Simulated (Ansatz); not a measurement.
Fluorite BaF2: LDA at its full settings (plane-wave cutoff 520 eV, 10×10×10 k mesh, Fermi–Dirac smearing 0.01 eV, scalar-relativistic PAW data made under PBE) and at cheaper ones, in a cell of 3 atoms with Γ-centred meshes.

| level and setting | lattice parameter a (Å) | bulk modulus (GPa) |
|---|---|---|
| LDA (Ansatz) | 6.045 | 71.9 |
| LDA (Γ point alone) (Ansatz) | 5.635 | 97.3 |
| LDA (2×2×2 k mesh) (Ansatz) | 6.063 | 71.4 |
| LDA (4×4×4 k mesh) (Ansatz) | 6.045 | 71.9 |

Largest shifts from the full settings: lattice constant a -6.78 % (LDA (Γ point alone)); bulk modulus +35 % (LDA (Γ point alone)), against a difference of +26 % of the full result from the reference 57 GPa (measured, temperature not stated, not corrected to a static lattice, sources range from 56.9 to 59.0; as tabulated in On the Morphology of Group II Metal Fluoride Nanocrystals at Finite Temperature …).

Ansatz's density-functional and Hartree–Fock values are scalar-relativistic unless marked +SOC, with PAW data made under PBE.

Run with cheap settings on purpose, which may leave them unconverged: LDA (2×2×2 k mesh), LDA (4×4×4 k mesh), LDA (Γ point alone).

Ansatz is a first-principles code.
